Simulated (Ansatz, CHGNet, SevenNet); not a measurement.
**bcc Na, elastic constant C44**

Reference value: 5.5 GPa (measured, temperature not stated, not corrected to a static lattice; as tabulated in arXiv:1601.06701).

**Question.** Put these levels in order of the elastic constant C44 that they give for bcc Na, smallest first: CHGNet-r²SCAN (CHGNet), LDA (Ansatz, a program for electronic structure), PBE (Ansatz), PBEsol (Ansatz), SevenNet-0 (SevenNet).

**Answer.** CHGNet-r²SCAN (4.1 GPa), SevenNet-0 (4.6 GPa), PBE (6.3 GPa), PBEsol (6.5 GPa), LDA (7.2 GPa)

Unless a cell is named, each level is at its own relaxed cell (CHGNet-r²SCAN 38.65, SevenNet-0 37.18, LDA 33.32, PBE 36.98, PBEsol 36.30 Å³/atom).

Differences against the reference: CHGNet-r²SCAN -25 %, SevenNet-0 -16.4 %, LDA +31 %, PBE +14.5 %, PBEsol +18.2 %.

The reference has no zero-point or thermal correction, while the calculations are for a static lattice, so the differences are not the levels' errors alone. A static lattice is as a rule stiffer than a warm one, by over a tenth in soft solids.  Each level is taken at its own relaxed cell. Ansatz's density-functional and Hartree–Fock values are scalar-relativistic unless marked +SOC, with PAW data made under PBE.

Machine-learned potentials (CHGNet-r²SCAN, SevenNet-0) are trained on DFT data, which may include these solids.

Differences are worked out from the printed values.
